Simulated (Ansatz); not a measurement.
## Thallium, hcp: convergence with the k-point mesh

Computed with Ansatz, r²SCAN, scalar-relativistic PAW, on the relaxed cell (a = 3.539 Å, c = 5.562 Å (c/a = 1.572); spin not included). Errors count from a run at 500 eV on a Γ-centred 17×17×9 mesh with Fermi-Dirac smearing of 0.1 eV, extrapolated to zero width. Fixed here: cutoff 500 eV, Fermi-Dirac width 0.1 eV. The SCF starts from atomic densities corrected by a trained network.

| k-mesh | E(σ→0) error (meV/atom) | P (GPa) | SCF iterations |
| --- | --- | --- | --- |
| 2×2×1 | 85.4 | 7.12 | 6 |
| 3×3×2 | 362.5 | 0.10 | 6 |
| 4×4×2 | 25.6 | 1.39 | 6 |
| 5×5×3 | 13.5 | 0.10 | 7 |
| 6×6×4 | 20.7 | -0.10 | 7 |
| 8×8×5 | 15.4 | 0.22 | 7 |
| 15×15×8 | 0.2 | -0.04 | 7 |

Q: What does the run at 11×11×6 give (k-mesh)?

A: E(σ→0) error (meV/atom): -4.3; P (GPa): 0.00; SCF iterations: 7.

Within 5 meV/atom of the last row: from 11×11×6 on.
